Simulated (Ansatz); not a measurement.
Input file:

```yaml
crystal:
  periodic: [false, false, false]
  atoms:
    - {symbol: Cu, position_ang: [0.084376, 0.005225, 1.643798]}
    - {symbol: N, position_ang: [-0.080498, 0.013599, -0.273309]}
    - {symbol: N, position_ang: [-0.003878, -0.018825, -1.370489]}
basis:
  gaussian: {orbitals: cc-pVDZ, point_charges: [{charge: -1.00, position_ang: [3.587, 0.293, -0.054]}]}
total_charge: 1
magnetization: {spin_polarized: false}
correlation: {method: bccd_t, electrons: outside_noble_gas}
output: {forces: true}
```

```sh
$ ansatz run in.yaml --threads 1 --pin off --events-out ev --progress --plain --max-ram 2393MiB
```

The program prints:

```
740 factors; integrals over basis functions are off by at most 7.5e-4 eV
mean field evaluation 1: about -47548.2549 eV, gradient 1.2e2 eV
mean field evaluation 2: about -47548.7997 eV, gradient 1.2e2 eV
mean field evaluation 4: about -47560.6927 eV, gradient 5.8e0 eV
mean field evaluation 8: about -47560.8564 eV, gradient 7.2e-1 eV
mean field evaluation 16: about -47560.8584 eV, gradient 2.1e-6 eV
mean field evaluation 32: about -47548.3392 eV, gradient 1.3e0 eV
mean field -47560.85843520 eV, -1747.8293095857 hartree, gradient 2.1e-6 eV, S^2 0.000000; 0 other end points of the search recorded, 0 dependent functions left out
11 core orbitals not correlated: weight in the atoms' cores, before any rotation towards them, 1.000 or more for the frozen orbitals, at most 0.000 for the correlated occupied ones
reference -47560.85843520 eV, -1747.8293095857 hartree; 10, 10 occupied and 50, 50 virtual orbitals, 740 factors
second order -20.18453267 eV of doubles, -0.00000000 eV of singles
cycle   1  -17.29659320 eV  change     2.9e0 eV  update   1.6e-1
cycle   2  -18.29533383 eV  change    -1.0e0 eV  update   1.1e-1
cycle   3  -18.55345984 eV  change   -2.6e-1 eV  update   2.9e-2
cycle   4  -18.55372648 eV  change   -2.7e-4 eV  update   1.4e-2
cycle   5  -18.54611710 eV  change    7.6e-3 eV  update   6.1e-3
cycle   6  -18.55008124 eV  change   -4.0e-3 eV  update   3.6e-3
cycle   7  -18.55152117 eV  change   -1.4e-3 eV  update   2.3e-3
cycle   8  -18.54801785 eV  change    3.5e-3 eV  update   1.2e-3
cycle   9  -18.54724016 eV  change    7.8e-4 eV  update   4.5e-4
cycle  10  -18.54752821 eV  change   -2.9e-4 eV  update   2.3e-4
cycle  11  -18.54743417 eV  change    9.4e-5 eV  update   1.1e-4
cycle  12  -18.54736299 eV  change    7.1e-5 eV  update   4.3e-5
cycle  13  -18.54746111 eV  change   -9.8e-5 eV  update   1.7e-5
cycle  14  -18.54744870 eV  change    1.2e-5 eV  update   7.0e-6
cycle  15  -18.54744874 eV  change   -3.7e-8 eV  update   3.1e-6
perturbative correction -0.73717506 eV, -0.0270906839 hartree
the calculation of the forces begins
Total energy: -47580.14305899 eV, -1748.5380064387 hartree
Atom 0 at     0.084376     0.005225     1.643798 Å, force     0.712768     0.073283     0.207336 eV/Å
Atom 1 at    -0.080498     0.013599    -0.273309 Å, force    -0.036438     0.033941     1.946702 eV/Å
Atom 2 at    -0.003878    -0.018825    -1.370489 Å, force     0.222337    -0.032553    -2.448195 eV/Å
Dipole moment:     0.156924     0.009320     0.410653 e Å
```

Forces (eV/Å):
```
Cu   0.713  0.073  0.207
N   -0.036  0.034  1.947
N    0.222 -0.033 -2.448
```

Ran on 1 thread of Arm Neoverse V1, shared host: 12 s wall, 0.31 GiB peak host memory.
